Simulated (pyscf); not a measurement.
Structures and frequencies: ωB97X-D3(BJ)/def2-SVP in PySCF.

Q: `[BH2][PH][SiH3]` + `[H][H]` → `[BH2][PH2]` + `[SiH4]`
Surface: singlet. Broken: P–Si, H–H. Formed: H–P, H–Si. Give ΔE‡ and ΔE from ωB97M-D3(BJ)/def2-TZVP, relative to the separated reactants.

A: ΔE‡ = 260.8 kJ/mol, ΔE = +5.1 kJ/mol. Zero-point energy shifts the barrier by +7.5 kJ/mol. It is a four-centre exchange, with an imaginary mode of 1294i cm⁻¹. At the saddle there is also a short H–Si contact that neither side keeps. One saddle was located; it need not be the lowest between these sides.
